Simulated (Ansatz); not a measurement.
# CH3B+ (doublet): wave-function methods side by side, def2-QZVPP

The task here is to estimate one member of a computed series from the others.

Computed with Ansatz 0.2.0, Gaussian basis. Level: def2-QZVPP, core rule «outside noble gas», up to 2 orbitals frozen.

Plan: UHF; ROHF; CCSD(T) on UHF.

2 further runs of the same task are left out: 2 set aside as unsound or not needed.

### What is computed

The geometry is a PBE0/def2-TZVP stationary point (not a proven minimum) of the parent state, kept for this charge and spin.

5 atoms, charge 1, spin multiplicity 2.

Atoms are counted from 1 here; the program's logs count them from 0.

Bond lengths: B1–C2 1.511 Å, B1–H3 1.194 Å, C2–H4 1.092 Å, C2–H5 1.087 Å. Angles: C2–B1–H3 128.3°, B1–C2–H4 123.5°, B1–C2–H5 123.0°, H4–C2–H5 113.6°.

The first run:

The input, in.yaml:

```yaml
crystal:
  periodic: [false, false, false]
  atoms:
    - {symbol: B, position_ang: [0.000000, -0.166725, 0.821814]}
    - {symbol: C, position_ang: [0.000000, 0.069000, -0.670687]}
    - {symbol: H, position_ang: [0.000000, 0.643783, 1.698084]}
    - {symbol: H, position_ang: [0.000000, 1.062299, -1.123373]}
    - {symbol: H, position_ang: [0.000000, -0.740028, -1.397397]}
basis:
  gaussian: {orbitals: "def2-QZVPP.json"}
total_charge: 1
magnetization: {spin_polarized: true, initial_magnetization: 1}
hamiltonian: {xc: hf}
output: {orbitals: {seedname: orbitals}}
```

Started as:

```
$ ansatz run in.yaml --threads 1 --pin off --events-out ev --progress --plain --max-ram 2393MiB
```

Steps of the session up to this table: UHF; ROHF; CCSD(T) on UHF.

One table of the session follows, with a row left open; its other results are not shown here.

| method | from UCCSD(T) (kJ/mol) |
| --- | --- |
| ROHF | ? |
| UHF | +668.7 |
| UMP2 | +90.2 |
| UCCSD | +21.9 |
| UCCSD(T) | 0 |

**Question.** Estimate the row for ROHF.

The run gave: from UCCSD(T) (kJ/mol): +676.7. In the column «from UCCSD(T) (kJ/mol)» it is the highest.
